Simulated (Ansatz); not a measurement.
# The cluster Nb₃ (doublet): trial inputs and their diagnosis

Aim: try 1 input for the cluster Nb₃ (doublet) as typed, read how each ends, and find what has to change.

The runs use Ansatz 0.2.0, Gaussian basis; the settings change from run to run.

3 further runs of the same task are left out: 1 that didn't finish, 2 set aside as unsound or not needed. Runs told in other sessions of the task aren't counted.

## Step 1: The relaxed structure

An earlier r2SCAN-D4 in a triple-zeta def2 set relaxation fixed the geometry. Nb takes a core potential in def2 sets; no spin-orbit term is included.

3 atoms, charge 0, spin multiplicity 2.

Atoms are counted from 1 here; the program's logs count them from 0.

Bond lengths: Nb1–Nb2 2.229 Å, Nb1–Nb3 2.414 Å, Nb2–Nb3 2.374 Å. Angles: Nb2–Nb1–Nb3 61.4°, Nb1–Nb2–Nb3 63.2°, Nb1–Nb3–Nb2 55.5°.

## Step 2: Input 1

File in.yaml:

```yaml
crystal:
  periodic: [false, false, false]
  atoms:
    - {symbol: Nb, position_ang: [0.484451, 0.165841, 0.131486]}
    - {symbol: Nb, position_ang: [2.548595, 0.969101, -0.117591]}
    - {symbol: h, position_ang: [1.860954, 0.447259, 2.094405]}
basis:
  gaussian: {orbitals: def2-mTZVP}
magnetization: {spin_polarized: true, initial_magnetization: 1}
hamiltonian: {xc: {name: wB97X}}
scf: {omitted_lower_state_checks: [starts]}
output: {forces: true}
```

On the command line:

```sh
> ansatz run in.yaml --threads 4 --pin off --events-out ev --progress --plain --max-ram 3916MiB
```

Before running them: what should the planned runs give, taken together?

**Answer**, as computed:

```csv
input,level,ended,cause,time
1,wB97X/def2-mTZVP,refused,an element symbol is wrong,0.05 s
```

1 refused. A refusal costs next to no computing time.
